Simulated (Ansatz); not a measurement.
Results of Hartree–Fock in Ansatz (plane waves, PAW) for antifluorite Mg2Ge.

Settings: plane-wave cutoff 460 eV, 8×8×8 k mesh, Fermi–Dirac smearing 0.01 eV, scalar-relativistic PAW data made under PBE.

Computed points:

```json
[
 {"V (Å³/atom)": "21.581", "E − E_lowest (meV/atom)": "10.56", "P (GPa)": "3.09"},
 {"V (Å³/atom)": "22.149", "E − E_lowest (meV/atom)": "2.53", "P (GPa)": "1.45"},
 {"V (Å³/atom)": "22.738", "E − E_lowest (meV/atom)": "0.00", "P (GPa)": "-0.05"},
 {"V (Å³/atom)": "23.285", "E − E_lowest (meV/atom)": "2.29", "P (GPa)": "-1.28"},
 {"V (Å³/atom)": "23.853", "E − E_lowest (meV/atom)": "8.88", "P (GPa)": "-2.42"}
]
```

### Question
Estimate the bulk modulus from the pressures at 22.149 and 23.285 Å³/atom, and compare it with a fit to all energies.

### Answer
B = −V dP/dV. Between V = 22.149 and 23.285 Å³/atom, dP/dV = (-1.28 − (1.45))/(23.285 − 22.149) = -2.40 GPa per Å³/atom; at the midpoint 22.717 Å³/atom this gives B ≈ 54.6 GPa. The third-order Birch–Murnaghan fit gives V0 = 22.720 Å³/atom, B0 = 54.5 GPa, B′ = 3.9, which lies within 1 % of that estimate.

Measured, for comparison: equilibrium volume per atom 21.69 Å³/atom (temperature not stated, no zero-point or thermal correction; as tabulated in Grosch, Range, J. Alloys Compd. 235, 250 (1996)). Computed (rounded) less measured: equilibrium volume per atom +4.7 %.

The computed numbers hold no vibrational or temperature effects.

Ansatz is a quantum-chemistry and plane-wave program.
